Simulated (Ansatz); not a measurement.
# H₂ClO (doublet): from Hartree-Fock to the top rungs at distance Cl1–H2 along a hydrogen transfer = 1.538 Å, cc-pVDZ

Aim: climb from Hartree-Fock through coupled cluster and multireference methods for H₂ClO (doublet) at one geometry and basis, and see what each rung misses.

Program: Ansatz 0.2.0, Gaussian basis. Level of theory: cc-pVDZ, core rule «outside noble gas», up to 6 orbitals frozen. These are calculated values, not measurements.

To be run: UHF; CCSD(T) on ROHF; CCSD(T) on UHF; BCCD(T) on ROHF; CISD; CCSDT(Q) on ROHF; CCSDT(Q) on UHF; CASSCF and MRCISD+Q, 3 electrons in 3 orbitals; CASSCF and NEVPT2, 3 electrons in 3 orbitals; CASSCF and MRCISD+Q, 15 electrons in 10 orbitals; CASSCF and NEVPT4(SD), 15 electrons in 10 orbitals; CASSCF and NEVPT2, 15 electrons in 10 orbitals.

19 further runs of the same task are left out: 9 for a known fault of the program, 1 for a mislabelled method, 7 that didn't finish, 2 set aside as unsound or not needed.

**1. The system**

The geometry derives from fragments relaxed apart (PBE0/def2-TZVP) and kept rigid, so it is no stationary point. A hydrogen atom is moved between rigid fragments.

4 atoms, charge 0, spin multiplicity 2.

Atoms are counted from 1 here; the program's logs count them from 0.

Bond lengths: Cl1–H2 1.538 Å, O3–H4 0.973 Å.

**2. UHF**

The input, in.yaml:

```yaml
crystal:
  periodic: [false, false, false]
  atoms:
    - {symbol: Cl, position_ang: [-1.884465, 0.234988, 0.000000]}
    - {symbol: H, position_ang: [-0.346465, 0.234988, 0.000000]}
    - {symbol: O, position_ang: [0.989535, 0.234988, 0.000000]}
    - {symbol: H, position_ang: [1.241394, -0.704963, 0.000000]}
basis:
  gaussian: {orbitals: cc-pVDZ}
magnetization: {spin_polarized: true, initial_magnetization: 1}
hamiltonian: {xc: hf}
output: {orbitals: {seedname: orbitals}}
```

Launch:

```sh
$ ansatz run in.yaml --threads 1 --pin off --events-out ev --progress --plain --max-ram 2393MiB
```

After this run come: CCSD(T) on ROHF; CCSD(T) on UHF; BCCD(T) on ROHF; CISD; CCSDT(Q) on ROHF; CCSDT(Q) on UHF; CASSCF and MRCISD+Q, 3 electrons in 3 orbitals; CASSCF and NEVPT2, 3 electrons in 3 orbitals; CASSCF and MRCISD+Q, 15 electrons in 10 orbitals; CASSCF and NEVPT4(SD), 15 electrons in 10 orbitals; CASSCF and NEVPT2, 15 electrons in 10 orbitals.

Q: Predict the results of all the runs planned. Wanted: UCCSDT(Q) below the RHF energy; RMP2 from UCCSDT(Q); UMP2 from UCCSDT(Q); RCCSD from UCCSDT(Q); RCCSD(T) from UCCSDT(Q); UCCSD(T) from UCCSDT(Q); RCCSDT(Q) from UCCSDT(Q); NEVPT2 pair from UCCSDT(Q); NEVPT2 valence from UCCSDT(Q).

The runs gave:

| quantity | value |
| --- | --- |
| UCCSDT(Q) below the RHF energy | -9.4418 eV |
| RMP2 from UCCSDT(Q) | +1168.4 meV |
| UMP2 from UCCSDT(Q) | +1121.1 meV |
| RCCSD from UCCSDT(Q) | +239.5 meV |
| RCCSD(T) from UCCSDT(Q) | +47.4 meV |
| UCCSD(T) from UCCSDT(Q) | +43.8 meV |
| RCCSDT(Q) from UCCSDT(Q) | +0.5 meV |
| NEVPT2 pair from UCCSDT(Q) | +965.9 meV |
| NEVPT2 valence from UCCSDT(Q) | +1768.6 meV |
| NEVPT4(SD) valence from UCCSDT(Q) | +244.6 meV |
| levels within 1 kcal/mol (43 meV) | BCCD(T), RCCSDT, UCCSDT, RCCSDT(Q) |
| T1 diagnostic | 0.043 |
| effectively unpaired electrons | 1.01 |

In words: RCCSD(T) misses by +47.4 meV, 0.5 % of the correlation energy. The occupations are near whole numbers, but T1 = 0.043 shows that the orbitals relax strongly. Of the multireference levels listed MRCISD+Q valence comes nearest in total energy (+149.0 meV), which doesn't show that its space is the better one. Coupled cluster took another determinant than the lowest Hartree-Fock one. These misses are within one basis, not against nature; the frozen cores of restricted and unrestricted runs differ, which can shift their rows.
